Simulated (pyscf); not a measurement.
Single points on ωB97X-D3(BJ)/def2-SVP structures (PySCF, gas phase).

### Question
H₃C–GaH₂ + silanol (HO–SiH₃) → H₃C–GaH–O–SiH₃ + hydrogen (H₂)
Surface: singlet. Broken: Ga–H, H–O. Formed: Ga–O, H–H. Give ΔE‡ and ΔE from PBE0-D3(BJ)/def2-TZVP, relative to the separated reactants.

### Answer
ΔE‡ = 3.9 kcal/mol, ΔE = -16.6 kcal/mol. ωB97M-D3(BJ)/def2-TZVP gives 7.3 kcal/mol and -16.6 kcal/mol. Zero-point energy shifts the barrier by -0.5 kcal/mol. It is a four-centre exchange, with an imaginary mode of 1331i cm⁻¹. On the reactant side the descent ends in an adduct with a Ga–O contact, 15.0 kcal/mol under the separated species and 19.8 kcal/mol under the saddle at ωB97X-D3(BJ)/def2-TZVP. What is counted as formed (Ga–O) is already present as a longer contact in the reactant adduct; forming that adduct is a step of its own. At the saddle there is also a short Ga–H contact that neither side keeps. At ωB97X-D3(BJ) the barrier from the zero used here is 4.9 kcal/mol. One saddle was located; it need not be the lowest between these sides. Elements up to Kr have no core potential and no relativistic terms here.
